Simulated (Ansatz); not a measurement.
Input file:

```yaml
crystal:
  periodic: [false, false, false]
  atoms:
    - {symbol: B, position_ang: [0.000000, 0.000000, 1.437601]}
    - {symbol: C, position_ang: [0.000000, 0.000000, -0.183399]}
    - {symbol: H, position_ang: [0.000000, 0.000000, -1.254201]}
basis:
  gaussian: {orbitals: 6-31G}
magnetization: {spin_polarized: false, initial_magnetization: 2}
correlation: {method: ccsdtq, electrons: outside_noble_gas}
```

```sh
$ ansatz run in.yaml --threads 1 --pin off --events-out ev --progress --plain --max-ram 2393MiB
```

Output:

```
444 factors; integrals over basis functions are off by at most 5.9e-8 eV
mean field evaluation 1: about -1711.0806 eV, gradient 9.3e0 eV
mean field evaluation 2: about -1711.0822 eV, gradient 9.3e0 eV
mean field evaluation 4: about -1711.7891 eV, gradient 1.5e0 eV
mean field evaluation 8: about -1711.8154 eV, gradient 4.0e-5 eV
mean field evaluation 16: about -1711.8143 eV, gradient 7.3e-2 eV
mean field evaluation 32: about -1703.0418 eV, gradient 4.9e-5 eV
mean field evaluation 64: about -1703.0418 eV, gradient 5.6e-2 eV
mean field evaluation 96: about -1703.0267 eV, gradient 6.8e-1 eV
mean field evaluation 128: about -1706.0089 eV, gradient 1.9e0 eV
mean field evaluation 160: about -1710.8266 eV, gradient 1.5e-2 eV
mean field -1711.81538790 eV, -62.9080551952 hartree, gradient 8.7e-7 eV, S^2 2.000000; 10 other end points of the search recorded, 0 dependent functions left out
mean field evaluation 192: about -1712.0883 eV, gradient 1.2e-1 eV
mean field evaluation 224: about -1710.0022 eV, gradient 8.3e0 eV
determinant -1711.81538790 eV, -62.9080551952 hartree, with singles and doubles -1715.16037137 eV, -63.0309810703 hartree
determinant -1710.82657822 eV, -62.8717171098 hartree, with singles and doubles -1714.90130992 eV, -63.0214607379 hartree
determinant -1704.96720738 eV, -62.6563892028 hartree, with singles and doubles -1709.72722294 eV, -62.8313165483 hartree
determinant -1703.04178892 eV, -62.5856313796 hartree, with singles and doubles -1708.41146612 eV, -62.7829633771 hartree
determinant -1711.81538790 eV, -62.9080551952 hartree, with singles and doubles -1715.16033362 eV, -63.0309796830 hartree
determinant -1710.82657822 eV, -62.8717171098 hartree, with singles and doubles -1714.90976110 eV, -63.0217713128 hartree
2 core orbitals not correlated: weight in the atoms' cores, before any rotation towards them, 1.000 or more for the frozen orbitals, at most 0.000 for the correlated occupied ones
reference -1711.81538790 eV, -62.9080551952 hartree; 5, 3 occupied and 13, 15 virtual orbitals, 444 factors
second order -2.33414768 eV of doubles, -0.09662269 eV of singles
cycle   1  -2.97256294 eV  change   -5.4e-1 eV  update   8.2e-2
cycle   2  -3.37860329 eV  change   -4.1e-1 eV  update   4.2e-2
cycle   3  -3.44399375 eV  change   -6.5e-2 eV  update   1.6e-2
cycle   4  -3.44981801 eV  change   -5.8e-3 eV  update   6.6e-3
cycle   5  -3.45450278 eV  change   -4.7e-3 eV  update   2.4e-3
cycle   6  -3.45454085 eV  change   -3.8e-5 eV  update   1.2e-3
cycle   7  -3.45404320 eV  change    5.0e-4 eV  update   6.2e-4
cycle   8  -3.45436973 eV  change   -3.3e-4 eV  update   3.4e-4
cycle   9  -3.45461945 eV  change   -2.5e-4 eV  update   1.8e-4
cycle  10  -3.45449067 eV  change    1.3e-4 eV  update   8.8e-5
cycle  11  -3.45452692 eV  change   -3.6e-5 eV  update   4.6e-5
cycle  12  -3.45451562 eV  change    1.1e-5 eV  update   2.0e-5
cycle  13  -3.45452970 eV  change   -1.4e-5 eV  update   9.3e-6
cycle  14  -3.45453568 eV  change   -6.0e-6 eV  update   4.2e-6
cycle  15  -3.45453544 eV  change    2.4e-7 eV  update   2.2e-6
cycle  16  -3.45453375 eV  change    1.7e-6 eV  update   1.2e-6
cycle  17  -3.45453302 eV  change    7.3e-7 eV  update   6.3e-7
Total energy: -1715.26992092 eV, -63.0350069422 hartree
```

For the same geometry and basis full CI lies 0.1 meV lower.

Ran on 1 thread of Arm Neoverse V2, shared host: 17 s wall, 0.2 GiB peak host memory.
